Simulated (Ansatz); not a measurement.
# CHSSi−: single points off equilibrium

How do the functionals fare away from a minimum? The structure is a structure displaced at random from a GFN2-xTB minimum.

Method: single points in def2-TZVPPD; program: Ansatz 0.2.0, Gaussian basis.

Correlated methods freeze the cores.

### 1 Starting geometry

SMILES `[C-]#[Si]S`, 4 atoms, charge -1, spin multiplicity 1.

Atoms are counted from 1 here; the program's logs count them from 0.

Bond lengths: C1–Si2 1.686 Å, Si2–S3 2.296 Å, S3–H4 1.316 Å. Angles: C1–Si2–S3 175.6°, Si2–S3–H4 91.6°.

As a file:

```
C    -2.02250    0.40250    1.28520
Si   -0.75970    0.25990    0.17650
S     1.06530    0.02170   -1.19670
H     1.68430   -0.72380   -0.30670
```

### 2 CCSD(T)/def2-TZVPPD

The input, run/in.yaml:

```yaml
crystal:
  periodic: [false, false, false]
  atoms:
    - {symbol: C, position_ang: [-2.022500, 0.402500, 1.285200]}
    - {symbol: Si, position_ang: [-0.759700, 0.259900, 0.176500]}
    - {symbol: S, position_ang: [1.065300, 0.021700, -1.196700]}
    - {symbol: H, position_ang: [1.684300, -0.723800, -0.306700]}
basis:
  gaussian: {orbitals: "def2-TZVPPD.json"}
total_charge: -1
correlation: {method: ccsd_t}
output: {forces: true}
```

The basis file named in the input lies beside it (Basis Set Exchange, JSON).

Command:

```
$ ansatz run in.yaml --threads 4 --pin off --events-out ev --progress --plain --max-ram 5222MiB
```

### 3 PBE0-D4/def2-TZVPPD

run/in.yaml, as its differences from that of step 2:

```diff
@@ -10,3 +10,3 @@
 total_charge: -1
-correlation: {method: ccsd_t}
-output: {forces: true}
+hamiltonian: {xc: pbe0, dispersion: d4}
+output: {forces: true, orbitals: {seedname: orbitals}}
```

### 4 wB97M-V/def2-TZVPPD

run/in.yaml, as its differences from that of step 3:

```diff
@@ -10,3 +10,3 @@
 total_charge: -1
-hamiltonian: {xc: pbe0, dispersion: d4}
-output: {forces: true, orbitals: {seedname: orbitals}}
+hamiltonian: {xc: {name: wB97M-V}}
+output: {forces: true}
```

### 5 r2SCAN-D4/def2-TZVPPD

run/in.yaml, as its differences from that of step 4:

```diff
@@ -10,3 +10,3 @@
 total_charge: -1
-hamiltonian: {xc: {name: wB97M-V}}
+hamiltonian: {xc: r2scan, dispersion: d4}
 output: {forces: true}
```

### 6 PBE-D4/def2-TZVPPD

run/in.yaml, as its differences from that of step 5:

```diff
@@ -10,3 +10,3 @@
 total_charge: -1
-hamiltonian: {xc: r2scan, dispersion: d4}
+hamiltonian: {xc: pbe, dispersion: d4}
 output: {forces: true}
```

### 7 SPW92/def2-TZVPPD

run/in.yaml, as its differences from that of step 6:

```diff
@@ -10,3 +10,3 @@
 total_charge: -1
-hamiltonian: {xc: pbe, dispersion: d4}
+hamiltonian: {xc: lda}
 output: {forces: true}
```

### 8 r2SCANh-D4/def2-TZVPPD

run/in.yaml, as its differences from that of step 7:

```diff
@@ -10,3 +10,3 @@
 total_charge: -1
-hamiltonian: {xc: lda}
+hamiltonian: {xc: {name: r2SCANh}, dispersion: d4}
 output: {forces: true}
```

(Steps that only read results are left out.)

What does the calculation give? Wanted: RMS force component; RMS force error; HOMO and LUMO, PBE0-D4; T1 diagnostic.

**Answer**, as computed:

| quantity | value |
| --- | --- |
| RMS force component | 0.347 to 0.473 eV/Å over the methods |
| RMS force error | PBE0-D4 0.331, wB97M-V 0.427, r2SCAN-D4 0.264, PBE-D4 0.212, SPW92 0.363, r2SCANh-D4 0.313 eV/Å |
| HOMO and LUMO, PBE0-D4 | -0.69 and 2.33 eV |
| T1 diagnostic | 0.033 |

In words: For forces PBE-D4 does best and wB97M-V worst. The T1 diagnostic is large here, over the usual mark for main-group molecules (transition-metal compounds often pass it harmlessly), so CCSD(T) itself may be off. The restricted Hartree–Fock reference is unstable towards an unrestricted one at one or more of these structures.
